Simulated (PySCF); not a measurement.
Compound: C2H3Cl3.
Structure used (PBE0-D3(BJ)/def2-SVP), in Å, numbered top down from 1:
```xyz
8
C2H3Cl3 angstrom
C      0.4611   -0.0019   -0.7145
C     -0.3295   -0.0029    0.5715
Cl    -2.0044   -0.5273    0.2564
Cl     0.4147   -1.1192    1.7441
Cl    -0.3586    1.6364    1.2697
H      1.4902    0.3227   -0.5091
H     -0.0065    0.6886   -1.4294
H      0.4725   -1.0159   -1.1368
```

Theory: MP2 and CCSD/aug-cc-pVDZ in PySCF, restricted Hartree–Fock reference, 17 core orbitals frozen, non-relativistic, gas phase, PBE0-D3(BJ)/def2-SVP geometry.

E(HF) = -1455.99399 Eh.

(1) How large is the problem?

(2) What are the MP2 and CCSD correlation energies?

(3) What is the T1 diagnostic?

(4) How does correlation change the dipole moment?

Answers

(1) 154 basis functions and 66 electrons; 17 orbitals frozen, which leaves o = 16 correlated occupied and v = 121 virtual orbitals. That is o·v = 1936 singles and o·v(o·v + 1)/2 = 1875016 distinct closed-shell doubles amplitudes before symmetry; the costliest CCSD step grows as o²v⁴ = 5.5 × 10^10.

(2) MP2 -0.7458 Eh and CCSD -0.7937 Eh, which gives totals of -1456.73981 and -1456.78772 Eh. That is 0.675 eV for each correlated electron at CCSD (2084 kJ/mol in all, 0.054 % of the total energy); MP2 gives 94.0 % of the CCSD value.

(3) 0.0101, below the customary warning level of 0.02. It is the norm of the spatial-orbital singles amplitudes over the root of the number of correlated electrons, so the norm is 0.057.

(4) HF gives 1.97 D and CCSD (unrelaxed density) 1.76 D, a change of -0.21 D.

Connected triples and the basis-set limit are missing.

The job also held the EOM ionisation roots. The run took 3.9 min of wall time on an Arm Neoverse V2 with one thread, shared host with 96 logical CPUs at a one-minute load of 40, and the process peaked at 2.7 GiB of memory.
